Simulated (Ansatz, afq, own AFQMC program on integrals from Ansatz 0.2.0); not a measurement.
Integrals from Ansatz 0.2.0, then the random walk in our own AFQMC program (afq).

```yaml
crystal:
  periodic: [false, false, false]
  atoms:
    - {symbol: B, position_ang: [0.000000, 0.081108, 0.925784]}
    - {symbol: O, position_ang: [0.000000, -0.116417, -0.737529]}
    - {symbol: H, position_ang: [0.000000, 1.180246, 1.411939]}
    - {symbol: H, position_ang: [0.000000, -0.915401, 1.587315]}
    - {symbol: H, position_ang: [0.000000, 0.713136, -1.221987]}
basis:
  gaussian: {orbitals: cc-pVDZ}
magnetization: {spin_polarized: false}
correlation: {method: ccsd_t, electrons: outside_noble_gas, hamiltonian_folder: ham}
```

```sh
$ ansatz run in.yaml --threads 1 --pin off --events-out ev --progress --plain --max-ram 1382MiB
```

afq runs on the folder ham with

```
--method free --trial cisd --walkers 60 --time-step 0.03 --max-blocks 80 --target-error 0.00042 --factor-cut 1e-05 --seed 4391 --times 0,0.21,0.42,0.81,1.2,1.8,2.4,3 --taylor-order 8
```

Times are imaginary, in 1/Eh. The walk had a cap of 733 s.

Output of the walk:

```
orbitals 41  electrons 6 6  factors 314 of 388
reference energy -101.28059613 Eh
CCSD correlation -0.30655889 Eh in 12 cycles, weight of the determinant in the CISD state 0.8887
repeat  energy at the last time / Eh  error
    10  -101.595356  0.001988
    20  -101.597444  0.001743
    30  -101.597259  0.001343
    40  -101.596226  0.001227
    50  -101.596853  0.001168
    60  -101.596818  0.001084
    70  -101.597545  0.001078
    80  -101.597019  0.000992
time / (1/Eh)  energy / Eh  error  mean overlap
  0.00  -101.587415  0.000554  1.1276
  0.21  -101.592987  0.000493  1.1153
  0.42  -101.595000  0.000443  1.1074
  0.81  -101.595552  0.000418  1.1230
  1.20  -101.596345  0.000549  1.1104
  1.80  -101.596349  0.000580  1.1151
  2.40  -101.597063  0.000797  1.1066
  3.00  -101.597019  0.000992  1.0952
energy -101.597019 +/- 0.000992 Eh
```

The run passed its tests (error under three times the target), which doesn't prove that it has relaxed.

Against this walk (error 27.0 meV) on the same determinant: CCSD(T) 53.9 meV higher (within the noise), CCSDT(Q) 7.3 meV higher (within the noise). The error is statistical, and a free projection of finite length keeps a remainder of its start.

Cautions: remainder of the start not in the error; error above the target (27.0 against 11.4 meV); higher spins were not checked; raised T1 diagnostic (T1 0.024, weight of the determinant 0.89, largest double 0.04).

The walk took 2.2 min on 1 thread of Intel(R) Xeon(R) 6975P-C (Granite Rapids), on a shared host. The log's last line is the free-projection energy.

CCSDT and higher add their correlation energy to the determinant of the CCSD(T) run, since their own runs factorise the integrals more tightly (a shift of under 2 meV). A walk keeps the symmetry of its determinant, which the program's search chose and which needn't be the lowest solution, so a lower state of the same spin and another symmetry isn't excluded.
